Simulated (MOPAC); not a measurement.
MOPAC input (PM6):

```
PM6 PRECISE GNORM=0.05 LET XYZ CHARGE=1 GEO-OK AUX(PRECISION=9) THREADS=1
C2H8N

C     1.25811390 1   -0.39527654 1   -0.00165926 1
C     0.11989565 1    0.60015541 1   -0.00836938 1
N    -1.22240368 1   -0.12486235 1    0.00816391 1
H     2.20053556 1    0.15158906 1   -0.01375427 1
H     1.24981792 1   -1.01581769 1    0.89610031 1
H     1.24027555 1   -1.03872164 1   -0.88300628 1
H     0.11163414 1    1.22156711 1   -0.90196144 1
H     0.12113265 1    1.24436577 1    0.86896693 1
H    -1.30874728 1   -0.71355094 1    0.84090172 1
H    -1.31759220 1   -0.73478083 1   -0.80816955 1
H    -2.00828788 1    0.53011236 1    0.00394702 1
```

From the last part of the output:

```
                                                       MOPAC v23.2.5 Linux

          FINAL HEAT OF FORMATION =        135.86513 KCAL/MOL =     568.45971 KJ/MOL

          COSMO AREA              =         94.15 SQUARE ANGSTROMS
          COSMO VOLUME            =         76.34 CUBIC ANGSTROMS

          GRADIENT NORM           =          0.04323          =       0.01303 PER ATOM
          IONIZATION POTENTIAL    =         17.377867 EV
          HOMO LUMO ENERGIES (EV) =        -17.378 -4.442
          NO. OF FILLED LEVELS    =         10
          MOLECULAR WEIGHT        =         46.0919         POINT GROUP:  Cs

          MOLECULAR DIMENSIONS (Angstroms)

            Atom       Atom       Distance
            H    11    H     4     4.26962
            H     6    H     8     2.83331
            H     7    H     5     2.77462

          SCF CALCULATIONS        =         23

   ATOM   CHEMICAL          X               Y               Z
  NUMBER   SYMBOL      (ANGSTROMS)     (ANGSTROMS)     (ANGSTROMS)

     1       C          1.24431522  *  -0.39150514  *  -0.00163638  *
     2       C          0.10987045  *   0.60466105  *  -0.00838318  *
     3       N         -1.23435957  *  -0.13407263  *   0.00833837  *
     4       H          2.22210280  *   0.13579054  *  -0.01366486  *
     5       H          1.27982381  *  -1.02617306  *   0.89720230  *
     6       H          1.27026698  *  -1.04909697  *  -0.88415036  *
     7       H          0.15072637  *   1.26001255  *  -0.91551500  *
     8       H          0.16036518  *   1.28315545  *   0.88113248  *
     9       H         -1.31464251  *  -0.72964903  *   0.85213540  *
    10       H         -1.32360215  *  -0.75114704  *  -0.81889519  *
    11       H         -2.02946023  *   0.52763236  *   0.00409797  *

                             CARTESIAN COORDINATES

   1    C        1.244315217    -0.391505137    -0.001636384
   2    C        0.109870447     0.604661047    -0.008383179
   3    N       -1.234359566    -0.134072628     0.008338369
   4    H        2.222102799     0.135790542    -0.013664855
   5    H        1.279823815    -1.026173060     0.897202300
   6    H        1.270266983    -1.049096972    -0.884150359
   7    H        0.150726367     1.260012546    -0.915515002
   8    H        0.160365177     1.283155452     0.881132481
   9    H       -1.314642510    -0.729649031     0.852135399
  10    H       -1.323602154    -0.751147044    -0.818895188
  11    H       -2.029460227     0.527632357     0.004097973

           Empirical Formula: C2 H8 N  =    11 atoms

      MOLECULAR POINT GROUP   :   Cs

                  EIGENVALUES
 -39.61417 -31.90032 -27.28905 -24.54574 -24.20703 -21.97622 -20.11833 -18.82591
 -17.88335 -17.37787  -4.44233  -2.09154  -1.56156  -1.13021  -0.85547  -0.26305
   0.15368   0.92018   0.98011   1.98779

              NET ATOMIC CHARGES AND DIPOLE CONTRIBUTIONS

  ATOM NO.   TYPE          CHARGE      No. of ELECS.   s-Pop       p-Pop
    1          C          -0.515679        4.5157     1.08632     3.42936
    2          C          -0.168864        4.1689     1.11672     3.05214
    3          N          -0.071913        5.0719     1.40173     3.67018
    4          H           0.218181        0.7818     0.78182
    5          H           0.188108        0.8119     0.81189
    6          H           0.188105        0.8119     0.81189
    7          H           0.192032        0.8080     0.80797
    8          H           0.192040        0.8080     0.80796
    9          H           0.260011        0.7400     0.73999
   10          H           0.259999        0.7400     0.74000
   11          H           0.257981        0.7420     0.74202
 DIPOLE           X         Y         Z       TOTAL
 POINT-CHG.    -3.572    -0.091     0.021     3.573
 HYBRID        -0.511    -0.230     0.006     0.561
 SUM           -4.083    -0.321     0.026     4.095

          ATOMIC ORBITAL ELECTRON POPULATIONS

     Atom    s        px        py        pz
    1  C   1.08632   1.09276   1.12329   1.21330
    2  C   1.11672   0.81633   1.02564   1.21016
    3  N   1.40173   1.20601   1.22708   1.23708
    4  H   0.78182
    5  H   0.81189
    6  H   0.81189
    7  H   0.80797
    8  H   0.80796
    9  H   0.73999
   10  H   0.74000
   11  H   0.74202

 **********************
 *                    *
 * JOB ENDED NORMALLY *
 *                    *
 **********************

 == MOPAC DONE ==
```

The dipole moment of an ion depends on the origin.
